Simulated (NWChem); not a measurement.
isobutene (C4H8); SMILES C=C(C)C

Computed with NWChem. Pople sets run with spherical d functions. B3LYP is NWChem's, with the RPA form of VWN correlation. Each level has its own optimisation; frequencies are unscaled. Brackets give each atom's bonded neighbours.

```csv
level,r C–C [C(CCC)–C(CHHH)] (Å),r C–C [C(CCC)–C(CHH)] (Å),r C–H [C(CHH)–H(C)] (Å),highest harmonic frequency (cm⁻¹),lowest (cm⁻¹),zero-point energy (kcal/mol),dipole (D)
Hartree-Fock/STO-3G,1.526,1.311,1.080,?,?,?,?
Hartree-Fock/3-21G,1.514,1.318,1.074,3384,176,72.7,0.48
Hartree-Fock/6-31G*,1.508,1.321,1.076,3399,179,72.5,0.45
B3LYP/6-31G*,1.509,1.337,1.087,3234,178,68.1,0.51
"LDA (Slater exchange, VWN5)/def2-SVP",1.489,1.341,1.104,3164,177,65.1,0.68
PBE/def2-SVP,1.508,1.349,1.102,3165,170,65.5,0.61
BLYP/def2-SVP,1.517,1.351,1.101,3139,170,65.3,0.58
PBE0/def2-SVP,1.500,1.338,1.094,3258,169,67.6,0.59
```

Problem. Fill in the missing entries.

Solution. 
- Hartree-Fock/STO-3G, highest harmonic frequency (cm⁻¹): 3811
- Hartree-Fock/STO-3G, lowest (cm⁻¹): 152
- Hartree-Fock/STO-3G, zero-point energy (kcal/mol): 80.6
- Hartree-Fock/STO-3G, dipole (D): 0.40
